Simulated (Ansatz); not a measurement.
We consider zinc-blende BP, described by G0W0@HSE06 (hard PAW, contour deformation; Ansatz, a quantum-chemistry and plane-wave program).

The cell has the measured lattice parameters. Conventional cell: a = 4.5380 Å, b = 4.5380 Å, c = 4.5380 Å, α = 90.00°, β = 90.00°, γ = 90.00°.

The quasiparticle gap at Γ at a fixed k mesh 2×2×2:

| response cutoff | value (eV) |
|---|---|
| 200 eV, 276 empty bands | 4.533 |
| 250 eV, 385 empty bands | 4.548 |
| 300 eV, 506 empty bands | 4.557 |
| 400 eV, 780 empty bands | 4.566 |

Question: Taking the value to converge with the response cutoff E as E^(−3/2), extrapolate from the last two rows.

Answer: With y = y∞ + c/w and weights w = 5196 and 8000 for the last two rows, y∞ = (w2 y2 − w1 y1)/(w2 − w1) = (8000 × 4.566 − 5196 × 4.557)/2804 = 4.583 eV, which lies 0.017 beyond the last row. Successive pairs of rows give 4.586, 4.586, 4.583. The limit also hangs on the law assumed, so its last digits aren't firm.

The other settings are not extrapolated, so this is the limit in one setting alone.

The smallest gap on this mesh is 2.10 eV, away from Γ.

Note: GW on a hybrid start was not checked against another program.
